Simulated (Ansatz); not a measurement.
# CH6Al (doublet): the correlation ladder at distance Al1–H4 along a hydrogen transfer = 1.696 Å, cc-pVDZ

How much of the correlation energy of CH6Al (doublet) does each wave-function method recover here?

The runs use Ansatz 0.2.0, Gaussian basis; cc-pVDZ, core rule «outside noble gas», up to 6 orbitals frozen.

The runs, in order: UHF; CCSD(T) on ROHF; CCSD(T) on UHF; BCCD(T) on ROHF; CISD; CCSDT(Q) on ROHF; CCSDT(Q) on UHF; CASSCF and MRCISD+Q, 3 electrons in 3 orbitals; CASSCF and NEVPT2, 3 electrons in 3 orbitals; CASSCF and MRCISD+Q, 9 electrons in 9 orbitals; CASSCF and NEVPT4(SD), 9 electrons in 9 orbitals; CASSCF and NEVPT2, 9 electrons in 9 orbitals.

**1. The geometry**

The geometry derives from fragments relaxed apart (PBE0/def2-TZVP) and kept rigid, so it is no stationary point. A hydrogen atom is moved between rigid fragments.

8 atoms, charge 0, spin multiplicity 2.

Atoms are counted from 1 here; the program's logs count them from 0.

Bond lengths: Al1–H2 1.586 Å, Al1–H3 1.586 Å, Al1–H4 1.696 Å, C5–H6 1.080 Å, C5–H7 1.080 Å, C5–H8 1.080 Å. Angles: H2–Al1–H3 120.0°, H2–Al1–H4 120.0°, H3–Al1–H4 120.0°, H6–C5–H7 120.0°, H6–C5–H8 120.0°, H7–C5–H8 120.0°.

As a file:

```
atom     x (Å)     y (Å)     z (Å)
 Al1  -1.15309   0.00000   0.00000
  H2  -1.94601   1.37338   0.00000
  H3  -1.94601  -1.37338   0.00000
  H4   0.54291   0.00000   0.00000
  C5   2.29391   0.00000   0.00000
  H6   2.29391  -1.08002   0.00000
  H7   2.29391   0.54001   0.93533
  H8   2.29391   0.54001  -0.93533
```

**2. UHF**

Contents of in.yaml:

```yaml
crystal:
  periodic: [false, false, false]
  atoms:
    - {symbol: Al, position_ang: [-1.153090, 0.000000, 0.000000]}
    - {symbol: H, position_ang: [-1.946013, 1.373384, 0.000000]}
    - {symbol: H, position_ang: [-1.946014, -1.373384, 0.000000]}
    - {symbol: H, position_ang: [0.542910, 0.000000, 0.000000]}
    - {symbol: C, position_ang: [2.293910, 0.000000, 0.000000]}
    - {symbol: H, position_ang: [2.293910, -1.080022, 0.000000]}
    - {symbol: H, position_ang: [2.293910, 0.540011, 0.935327]}
    - {symbol: H, position_ang: [2.293910, 0.540011, -0.935327]}
basis:
  gaussian: {orbitals: cc-pVDZ}
magnetization: {spin_polarized: true, initial_magnetization: 1}
hamiltonian: {xc: hf}
output: {orbitals: {seedname: orbitals}}
```

Run with:

```console
$ ansatz run in.yaml --threads 1 --pin off --events-out ev --progress --plain --max-ram 2816MiB --backend cpu
```

Further steps of the session: CCSD(T) on ROHF; CCSD(T) on UHF; BCCD(T) on ROHF; CISD; CCSDT(Q) on ROHF; CCSDT(Q) on UHF; CASSCF and MRCISD+Q, 3 electrons in 3 orbitals; CASSCF and NEVPT2, 3 electrons in 3 orbitals; CASSCF and MRCISD+Q, 9 electrons in 9 orbitals; CASSCF and NEVPT4(SD), 9 electrons in 9 orbitals; CASSCF and NEVPT2, 9 electrons in 9 orbitals.

Before running them: what should the planned runs give, taken together? Wanted: UCCSDT(Q) below the RHF energy; RMP2 from UCCSDT(Q); UMP2 from UCCSDT(Q); RCCSD from UCCSDT(Q); RCCSD(T) from UCCSDT(Q); UCCSD(T) from UCCSDT(Q); RCCSDT(Q) from UCCSDT(Q); NEVPT2 pair from UCCSDT(Q); NEVPT2 frontier from UCCSDT(Q).

**Answer**, as computed:

| quantity | value |
| --- | --- |
| UCCSDT(Q) below the RHF energy | -7.4243 eV |
| RMP2 from UCCSDT(Q) | +1441.0 meV |
| UMP2 from UCCSDT(Q) | +1446.2 meV |
| RCCSD from UCCSDT(Q) | +172.8 meV |
| RCCSD(T) from UCCSDT(Q) | +33.5 meV |
| UCCSD(T) from UCCSDT(Q) | +34.1 meV |
| RCCSDT(Q) from UCCSDT(Q) | +0.6 meV |
| NEVPT2 pair from UCCSDT(Q) | +1397.7 meV |
| NEVPT2 frontier from UCCSDT(Q) | +1338.4 meV |
| NEVPT4(SD) frontier from UCCSDT(Q) | +144.6 meV |
| levels within 1 kcal/mol (43 meV) | RCCSD(T), UCCSD(T), BCCD(T), RCCSDT, UCCSDT, RCCSDT(Q), MRCISD+Q frontier |
| T1 diagnostic | 0.021 |

In words: RCCSD(T) misses by +33.5 meV, 0.5 % of the correlation energy. Of the multireference levels listed MRCISD+Q frontier comes nearest in total energy (+24.9 meV), which doesn't show that its space is the better one. These misses are within one basis, not against nature; the frozen cores of restricted and unrestricted runs differ, which can shift their rows.
